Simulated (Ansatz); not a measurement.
System: diamond-structure Si. Method: HSE06 (Ansatz, an electronic-structure program, plane waves, PAW).

Settings: plane-wave cutoff 460 eV, 8×8×8 k mesh, Fermi–Dirac smearing 0.01 eV, scalar-relativistic PAW data made under PBE.

The cell has the measured lattice: a = b = c = 5.430 Å, α = β = γ = 90.00°.

### Question
Give the computed band gap, smallest direct gap on the k points sampled and width of the whole s-p valence band.

### Answer

* **band gap**: 1.12 eV (indirect)
* **smallest direct gap on the k points sampled**: 3.31 eV
* **width of the whole s-p valence band**: 13.29 eV

Note: cell and atoms aren't relaxed at this level (pressure 0.5 GPa).

Computing time: roughly 80 core-seconds.
